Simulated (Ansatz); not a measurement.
A single point on C₄H₃F (`C=C=C=CF`).

```yaml
crystal:
  periodic: [false, false, false]
  atoms:
    - {symbol: C, position_ang: [-0.033029, 1.959103, 0.063740]}
    - {symbol: C, position_ang: [-0.009006, 0.651871, 0.019594]}
    - {symbol: C, position_ang: [0.021116, -0.610242, -0.026681]}
    - {symbol: C, position_ang: [0.002260, -1.917548, -0.046630]}
    - {symbol: F, position_ang: [0.979788, -2.638815, -0.603625]}
    - {symbol: H, position_ang: [-0.856147, 2.487684, 0.531684]}
    - {symbol: H, position_ang: [0.770271, 2.546593, -0.366848]}
    - {symbol: H, position_ang: [-0.783055, -2.535748, 0.373066]}
basis:
  gaussian: {orbitals: def2-TZVPP}
hamiltonian: {xc: pbe}
correlation: {method: rpa}
```

```sh
$ ansatz run in.yaml --threads 2 --pin off --events-out ev --progress --plain --max-ram 4352MiB
```

Output, abridged:

```
Functional definition: PBE
1220 factors; integrals over basis functions are off by at most 7.8e-4 eV
mean field evaluation 1: about -6894.7699 eV, gradient 6.5e1 eV
mean field evaluation 2: about -6894.7637 eV, gradient 6.5e1 eV
mean field evaluation 4: about -6898.3124 eV, gradient 5.0e1 eV
mean field evaluation 8: about -6905.5627 eV, gradient 1.4e0 eV
mean field evaluation 16: about -6905.5678 eV, gradient 9.3e-5 eV
mean field -6905.56779958 eV, -253.7749358727 hartree, gradient 4.1e-6 eV, S^2 0.000000; 0 other end points of the search recorded, 0 dependent functions left out
5 core orbitals not correlated: weight in the atoms' cores, before any rotation towards them, 1.000 or more for the frozen orbitals, at most 0.000 for the correlated occupied ones
reference -6873.17366200 eV, -252.5844732740 hartree; 13, 13 occupied and 179, 179 virtual orbitals, 1220 factors
Total energy: -6910.11477024 eV, -253.9420339622 hartree
```

Run time 4.7 s (2 threads of an Arm Neoverse V2 on a shared host); peak host memory 0.36 GiB.
